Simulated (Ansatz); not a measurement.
Basis-set extrapolation for CNS−, SMILES `N#C[S-]` (PBE0-D4/def2-TZVPD geometry, frozen core, Ansatz). Multiplicity 1, RHF reference.

```json
{"": "HF", "def2-TZVPPD": "-489.943849", "def2-QZVPPD": "-489.957990"}
{"": "MP2 correlation", "def2-TZVPPD": "-0.521047", "def2-QZVPPD": "-0.558139"}
{"": "CCSD(T) correlation", "def2-TZVPPD": "-0.559530", "def2-QZVPPD": "-0.593907"}
```

Energies in hartree. Use E(X) = E(∞) + A·exp(−7.88·√X) for Hartree–Fock and E(X) = E(∞) + B·X^(−2.97) for correlation, with X = 3 and 4.

Problem. What is the CCSD(T) energy at the basis-set limit?

Solution. HF limit: -489.957990 + (-0.014141) × 0.13774 = -489.95994. Correlation limit: -0.593907 + (-0.034377) × 0.74074 = -0.61937. Total: -490.57931 hartree, 199.4 kJ/mol below CCSD(T)/def2-TZVPPD.
